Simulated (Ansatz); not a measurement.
The same calculation of AlH₄NS, SMILES [NH2][AlH][SH] as a Python script and as an input file (the Python package of Ansatz (0.2.0)).

`alh4ns.py`:
```python
import warnings

import ansatz as az

warnings.simplefilter("ignore", az.DeckWarning)

alh4ns = (
    az.Crystal.molecule()
    .atom("N", [-1.1284, 0.2217, -0.912])
    .atom("Al", [0.3742, 0.4803, 0.1643])
    .atom("S", [2.1067, -0.9196, -0.0995])
    .atom("H", [-1.4993, -0.6625, -0.7033])
    .atom("H", [-1.8703, 0.9692, -0.6199])
    .atom("H", [0.4313, 1.6617, 1.2571])
    .atom("H", [1.6471, -1.8188, 0.8676])
)

job = (
    alh4ns.calculation()
    .basis(gaussian="def2-SVP")
    .correlation(active_electrons=6, active_orbitals=7)
)
for method in ["sc_nevpt2"]:
    summary = (job if method is None else job.correlation(method)).run(threads=1).report
    space = summary["configurations"]
    state = space["states"][0]
    print(method or "casscf", f"total {summary['free_energy_ev'] / 27.211386246:.6f} Ha, active-space state {state['energy']['hartree']:.6f} Ha, mean field {summary['reference_energy_ev'] / 27.211386246:.6f} Ha")
    print("  determinants", state["n_determinants"], " natural occupations", [round(n, 3) for n in space["natural_occupations"]])
```

Output of `python alh4ns.py`:
```text
RunWarning: the results are in doubt because another end's mean lies 0.548 eV lower, and its corrected mean 0.135 eV higher
sc_nevpt2 total -696.400639 Ha, active-space state -696.097839 Ha, mean field -696.033064 Ha
  determinants 1225  natural occupations [1.982, 1.973, 1.971, 0.027, 0.025, 0.018, 0.004]
```
(Warnings from the package without file and line.)

`input.yaml`:
```yaml
crystal:
  periodic: [false, false, false]
  atoms:
    - { symbol: "N", position_ang: [-1.1284, 0.2217, -0.912] }
    - { symbol: Al, position_ang: [0.3742, 0.4803, 0.1643] }
    - { symbol: S, position_ang: [2.1067, -0.9196, -0.0995] }
    - { symbol: H, position_ang: [-1.4993, -0.6625, -0.7033] }
    - { symbol: H, position_ang: [-1.8703, 0.9692, -0.6199] }
    - { symbol: H, position_ang: [0.4313, 1.6617, 1.2571] }
    - { symbol: H, position_ang: [1.6471, -1.8188, 0.8676] }
basis:
  gaussian:
    orbitals: def2-SVP
correlation:
  method: sc_nevpt2
  active_space:
    window:
      electrons: 6
      orbitals: 7
```

Caveats:
- Total energies depend on the basis set; only differences at equal settings carry meaning.
- The geometry is a force-field or estimated start, not a minimum of this method, and the basis set is short of its limit. The active space starts as a window about the frontier orbitals and is then optimised, not chosen by chemistry.
- A lower CASSCF solution was found and passed over, so the printed active-space state isn't the lowest.
- The script silences the warnings on its input, which a real study should read.
- It ran for 21 s on 1 thread of Arm Neoverse V2 (shared host), peak memory 0.22 GiB.

(Lines on the test bed's own set-up are left out of the output.)
